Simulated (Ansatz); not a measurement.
# CHB (singlet): from Hartree-Fock to the top rungs, cc-pVTZ

The task here is to estimate one member of a computed series from the others.

Computed with Ansatz 0.2.0, Gaussian basis. Level: cc-pVTZ, core rule «outside noble gas», up to 2 orbitals frozen.

The runs, in order: UHF; CCSD(T) on RHF; CCSD(T) on UHF; BCCD(T) on RHF; CCSDT(Q) on RHF; CASSCF and NEVPT2, 8 electrons in 9 orbitals.

10 further runs of the same task are left out: 2 that didn't finish, 8 set aside as unsound or not needed. Runs told in other sessions of the task aren't counted.

### The geometry

The geometry is a PBE0/def2-TZVP stationary point (not a proven minimum).

3 atoms, charge 0, spin multiplicity 1.

Atoms are counted from 1 here; the program's logs count them from 0.

Bond lengths: B1–C2 1.383 Å, C2–H3 1.083 Å. Angles: B1–C2–H3 134.1°.

Set-up of the first run:

Input file in.yaml:

```yaml
crystal:
  periodic: [false, false, false]
  atoms:
    - {symbol: B, position_ang: [0.000000, 0.084416, 0.783587]}
    - {symbol: C, position_ang: [0.000000, -0.120961, -0.584032]}
    - {symbol: H, position_ang: [0.000000, 0.535945, -1.445249]}
basis:
  gaussian: {orbitals: cc-pVTZ}
magnetization: {spin_polarized: true, initial_magnetization: 0}
hamiltonian: {xc: hf}
output: {orbitals: {seedname: orbitals}}
```

Launch:

```sh
> ansatz run in.yaml --threads 1 --pin off --events-out ev --progress --plain --max-ram 2393MiB
```

Steps of the session up to this table: UHF; CCSD(T) on RHF; CCSD(T) on UHF; BCCD(T) on RHF; CCSDT(Q) on RHF; CASSCF and NEVPT2, 8 electrons in 9 orbitals.

One of the session's tables, all rows but one given; the rest of the session is left out.

It belongs to the step «Misses and costs». 

| method | from RCCSDT(Q) (meV) |
| --- | --- |
| RHF | +8271.8 |
| UHF | +6001.8 |
| RMP2 | +1800.1 |
| UMP2 | +1357.3 |
| RCCSD | ? |
| UCCSD | +333.6 |
| RCCSD(T) | +51.2 |
| UCCSD(T) | +21.1 |
| BCCD(T) | +121.1 |
| RCCSDT | +91.8 |
| RCCSDT(Q) | 0 |
| CASSCF valence | +3710.9 |
| NEVPT2 valence | +800.8 |

**Question.** Estimate the row for RCCSD.

The run gave: from RCCSDT(Q) (meV): +757.2. In the column «from RCCSDT(Q) (meV)» it lies between UCCSD (+333.6) and NEVPT2 valence (+800.8).

The RHF row is the lowest such solution found; the determinant under the restricted MP2 and coupled-cluster rows lies 0.02 eV higher.

Limits of these values: The determinant of HF (⟨S²⟩ 1.27) is far from a pure spin state, so its energy mixes those of several spin states; that is harmless only where they are near-degenerate. The determinant of CCSD(T) (⟨S²⟩ 1.37) is far from a pure spin state, so its energy mixes those of several spin states; high orders of coupled cluster remove much of that, low ones don't. The program flags UCCSD(T) as in doubt, so read those rows with care; the flags are large difference. Warnings: restricted reference is unstable; spin contamination; coupled cluster took another determinant than the lowest; large T1 diagnostic. Restricted and unrestricted rows rest on different reference determinants; a gap between their highest levels can come from leftover correlation error, from unlike frozen cores or from another state.
